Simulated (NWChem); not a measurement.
## Basis-set convergence for hydrogen sulfide (H2S)

SMILES: S
```xyz
3

S      0.0000     0.0000     0.1040
H     -0.9715     0.0000    -0.8320
H      0.9715     0.0000    -0.8320
```
Charge 0, spin multiplicity 1.

The numbers come from NWChem runs, not from measurements. All single points use one geometry, from PBE0/def2-SVP, a minimum by its harmonic frequencies.

Quantity: vertical ionisation energy at the level ΔPBE (Δ: difference of total energies, the cation a doublet at the parent's geometry with its hole in an orbital of symmetry b2 (C2v labels); it is the state that the SCF runs reached, from PBE0 orbitals for Hartree-Fock references, and need not be the lowest).

The Pople sets run with spherical d functions. The stability of the SCF solutions was not checked.

```tsv
basis	functions	vertical ionisation energy (eV)
STO-3G	11	[?]
6-31G*	22	[?]
cc-pVDZ	28	[?]
6-311G**	38	10.38
pcseg-2	62	10.37
cc-pVTZ	62	10.36
def2-TZVPP	70	10.35
aug-cc-pVTZ	96	10.39
cc-pVQZ	119	10.37
def2-QZVP	130	10.37
```

Problem. What belongs in the gaps?

Solution. 
- STO-3G, vertical ionisation energy (eV): 7.89
- 6-31G*, vertical ionisation energy (eV): 10.32
- cc-pVDZ, vertical ionisation energy (eV): 10.29
